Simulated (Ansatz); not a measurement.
Ansatz (a quantum-chemistry and plane-wave program) input:

Ansatz 0.2 input:
```yaml
crystal:
  periodic: [false, false, false]
  atoms:
    - {symbol: C, position_ang: [1.48923700, 0.70079263, 0.00925021]}
    - {symbol: C, position_ang: [-0.03929376, 0.78325927, 0.00066342]}
    - {symbol: S, position_ang: [-0.85165386, -0.85211429, -0.00580082]}
    - {symbol: H, position_ang: [-0.35574310, 1.36679086, 0.87704767]}
    - {symbol: H, position_ang: [-0.34577701, 1.36877731, -0.87793506]}
    - {symbol: H, position_ang: [1.96495899, 1.69625100, 0.01307846]}
    - {symbol: H, position_ang: [1.82668773, 0.14785365, 0.88999214]}
    - {symbol: H, position_ang: [1.83667574, 0.14984447, -0.86885190]}
basis:
  gaussian:
    orbitals: def2-TZVP
hamiltonian:
  xc: b3lyp
  dispersion: d3bj
total_charge: -1
phonons: {temperatures: {t_min: 298.15, t_max: 298.15, t_step: 100}}
```

Q: What final total energy does it print?

A: -477.50564 Eh (B3LYP-D3(BJ)/def2-TZVP). The basis has 129 functions. The run takes around 50 core-seconds (rough).

It need not be the lowest isomer of its formula. Whether it binds its extra electron was not tested at this geometry.
